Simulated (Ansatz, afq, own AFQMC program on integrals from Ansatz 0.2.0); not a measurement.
AFQMC on a folder of integrals that Ansatz 0.2.0 wrote.

```yaml
crystal:
  periodic: [false, false, false]
  atoms:
    - {symbol: C, position_ang: [0.000000, 0.000000, 0.000000]}
basis:
  gaussian: {orbitals: cc-pVTZ}
magnetization: {spin_polarized: true, initial_magnetization: 2}
correlation: {method: ccsd_t, electrons: outside_noble_gas, hamiltonian_folder: ham}
```

```sh
$ ansatz run in.yaml --threads 1 --pin off --events-out ev --progress --plain --max-ram 1382MiB
```

afq runs on the folder ham with

```
--method free --trial cisd --walkers 80 --time-step 0.03 --max-blocks 80 --target-error 0.00024 --factor-cut 1e-05 --seed 2092 --times 0,0.3,0.6,1.2,1.8,2.4,3.6,4.8,6 --taylor-order 8
```

Times are imaginary, in 1/Eh. The walk had a cap of 537 s.

Output of the walk:

```
orbitals 29  electrons 3 1  factors 171 of 172
reference energy -37.69156907 Eh
CCSD correlation -0.08715603 Eh in 9 cycles, weight of the determinant in the CISD state 0.9499
repeat  energy at the last time / Eh  error
    10  -37.781252  0.000190
    20  -37.781340  0.000179
    30  -37.781246  0.000142
time / (1/Eh)  energy / Eh  error  mean overlap
  0.00  -37.778729  0.000007  1.0532
  0.30  -37.780524  0.000056  1.0513
  0.60  -37.780915  0.000067  1.0588
  1.20  -37.781161  0.000087  1.0573
  1.80  -37.781197  0.000080  1.0639
  2.40  -37.781140  0.000094  1.0690
  3.60  -37.781276  0.000119  1.0819
  4.80  -37.780957  0.000103  1.0877
  6.00  -37.781169  0.000154  1.0823
energy -37.781169 +/- 0.000154 Eh
```

The run passed its tests (error under three times the target), which doesn't prove that it has relaxed.

Against this walk (error 4.2 meV) on the same determinant: CCSD(T) 11.1 meV higher, CCSDT(Q) 2.4 meV lower (within the noise), full CI 2.6 meV lower (within the noise). The error is statistical, and a free projection of finite length keeps a remainder of its start.

Cautions: remainder of the start not in the error.

The walk took 49 s on 1 thread of Intel(R) Xeon(R) Platinum 8375C CPU @ 2.90GHz (Ice Lake), on a shared host. The log's last line is the free-projection energy.

CCSDT and higher add their correlation energy to the determinant of the CCSD(T) run, since their own runs factorise the integrals more tightly (a shift of under 2 meV). A walk keeps the symmetry of its determinant, which the program's search chose and which needn't be the lowest solution, so a lower state of the same spin and another symmetry isn't excluded.
